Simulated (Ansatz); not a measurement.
This Ansatz (an electronic-structure program) input (PBE/3-21G) gives -457.84191 Eh with 13 basis functions. A basis named .json is the Basis Set Exchange file of that set (core-valence sets with the plain set on hydrogen).

Ansatz 0.2 input:
```yaml
crystal:
  periodic: [false, false, false]
  atoms:
    - {symbol: Cl, position_ang: [0.00000000, 0.00000000, 0.00000000]}
basis:
  gaussian:
    orbitals: 3-21G.json
hamiltonian:
  xc: {name: PBE}
total_charge: -1
scf: {lower_state_search: full}
magnetization: {spin_polarized: false}
```

Change:
```diff
- orbitals: 3-21G.json
+ orbitals: def2-QZVPP.json
```

What does the run give now?

-460.10285 Eh (PBE/def2-QZVPP, 70 functions), a change of -2260.94 mEh.
